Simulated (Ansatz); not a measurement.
Born–Oppenheimer molecular dynamics of AlClH₅N (8 atoms, charge 0, multiplicity 1). It starts at the highest image of a converged band, a first-order saddle point between two minima.

Computed with RKS PBE0-D4/6-31G* in Ansatz.

- ensemble: NVE (velocity Verlet)
- time step: 0.5 fs
- steps asked: 200
- starting velocities drawn for: 300 K
- seed: 6572

First frame:

```xyz
8
Properties=species:S:1:pos:R:3
Al -0.079 0.225 0.152
N -0.087 0.090 2.038
H -0.908 -0.249 2.530
H 0.750 -0.117 2.573
H 1.316 0.175 -0.587
Cl -1.859 -0.475 -0.751
H -0.397 1.939 0.672
H -0.281 1.412 1.505
```

Problem. How far do the bonds stretch over the last three quarters of this one trajectory? (Pairs bonded in most of those frames.)

Solution. 
```tsv
bond	mean (Å)	spread (Å)	shortest	longest
Al1–H5	1.605	0.023	1.57	1.65
Al1–Cl6	2.159	0.026	2.12	2.20
Al1–H7	1.618	0.025	1.57	1.67
N2–H3	1.027	0.048	0.93	1.13
N2–H4	1.023	0.033	0.97	1.08
N2–H8	1.049	0.093	0.89	1.19
```

Pairs bonded in part of these frames only: Al1–N2 54 %.

Mean temperature of the second half: 1179 K. The conserved energy stayed within 1.3 meV per atom of its start (net change -0.51 meV per atom), so the integration is sound. The kinetic energy rose, since the run started high on the potential surface and went downhill. A run of 0.1 ps of so small a system gives no equilibrium averages. The orbitals stay closed-shell, which can raise the energy where a bond breaks towards radicals; this wasn't checked here.

The run took 8.1 min on 1 thread of Arm Neoverse V1, with other jobs on the host, peak memory 0.12 GiB.
